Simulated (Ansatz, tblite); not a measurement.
Forces on the cluster LiAl₂ at its PBE0-D4/def2-TZVP geometry. Total charge 0; doublet.

The xTB rows come from tblite. At PBE0-D4/def2-TZVP the charge 0 doublet is spin-contaminated (final ⟨S²⟩ up to 1.25, 0.75 for a pure state). The structure comes from a short search, and lower isomers may exist.

GFN1-xTB (tblite), largest force 0.78 eV/Å:

```xyz
3
positions Å, forces eV/Å
Al   -1.046    1.003    0.342    0.173   -0.293   -0.274
Al    1.015   -0.146    1.081   -0.159   -0.109   -0.394
Li    0.031   -0.857   -1.422   -0.014    0.402    0.668
```

GFN2-xTB (tblite), largest force 0.48 eV/Å:

```
Al -0.372 0.124 -0.275
Al 0.378 -0.294 -0.007
Li -0.006 0.170 0.283
```

PBE0-D4/def2-TZVP (Ansatz), largest force 0.01 eV/Å:

```
Al 0.001 -0.003 -0.004
Al -0.001 -0.002 -0.006
Li 0.000 0.005 0.010
```
